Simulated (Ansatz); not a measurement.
## Cost against result

Saddle point of Si$_{2}$H$_{7}$F, closed shell (Si₂H₅F ([F][SiH2][SiH3]) + H₂ → Si₂H₆ ([SiH3][SiH3]) + HF; bonds formed: Si1–H7, F2–H6; bonds broken: Si1–F2, H6–H7), PBE0-D4/def2-TZVP structure:

Si1  (-0.080, -0.855, 0.199)
F2  (1.738, -0.509, -0.484)
H3  (-0.197, -2.020, -0.705)
H4  (-1.031, -1.175, 1.317)
Si5  (-0.688, 1.286, -0.511)
H6  (1.641, -0.862, 0.688)
H7  (1.076, -1.114, 1.417)
H8  (-0.101, 2.271, 0.436)
H9  (-0.188, 1.562, -1.881)
H10  (-2.169, 1.416, -0.476)
(Å)

Barriers are electronic and count from the start structure reached by relaxing down the imaginary mode.

Computed with Ansatz 0.2.0 (basis: as named in each row); correlated methods freeze the cores. B3LYP uses VWN-RPA correlation. Extrapolation: Hartree–Fock as exp(−7.88 √X), correlation as X^−2.97.

Times are rough, for one single point on 4 threads of a shared host (Arm Neoverse V1).

The estimate by CCSD(T) at an estimated basis limit (MP2 extrapolated from triple and quadruple zeta, plus CCSD(T) − MP2 in triple zeta) is 243.7 kJ/mol.

```
      method       basis  time (s)  barrier (kJ/mol)  method less estimate
          HF      STO-3G   under 1             437.1                 193.4
      PBE-D4      STO-3G   under 1             249.2                   5.5
       SPW92    def2-SVP   under 1             149.4                 -94.3
      PBE-D4    def2-SVP   under 1             182.7                 -61.0
    B3LYP-D4       6-31G   under 1             225.5                 -18.2
     PBE0-D4    def2-SVP   under 1             201.8                 -41.9
       SPW92  def2-TZVPP   under 1             163.7                 -80.0
      PBE-D4  def2-TZVPP         1             199.0                 -44.7
     BLYP-D4  def2-TZVPP         1             222.7                 -20.9
     CCSD(T)    def2-SVP         1             238.0                  -5.7
    B3LYP-D4  def2-TZVPP         2             235.3                  -8.3
    BHLYP-D4  def2-TZVPP         2             257.1                  13.4
     PBE0-D4  def2-TZVPP         2             218.6                 -25.1
CAM-B3LYP-D4  def2-TZVPP         2             236.9                  -6.8
     wB97M-V    def2-SVP         2             211.9                 -31.8
   r2SCAN-D4  def2-TZVPP         3             220.3                 -23.4
  r2SCAN0-D4  def2-TZVPP         3             232.3                 -11.4
  RPA on PBE  def2-TZVPP         3             244.4                   0.7
      B2PLYP  def2-TZVPP         3             242.4                  -1.3
    PBE-QIDH  def2-TZVPP         3             235.8                  -7.9
     wB97X-V  def2-TZVPP         5             235.6                  -8.0
     wB97M-V  def2-TZVPP         6             231.8                 -11.9
      B97M-V  def2-TZVPP         6             233.4                 -10.3
         MP2  def2-QZVPP        12             242.6                  -1.1
     CCSD(T)  def2-TZVPP        39             245.0                   1.4
```

All methods are single points on the PBE0-D4 structures.

The T1 diagnostic stays at or below 0.015.

Labels in which every atom is bracketed show which atoms are joined, not bond orders.
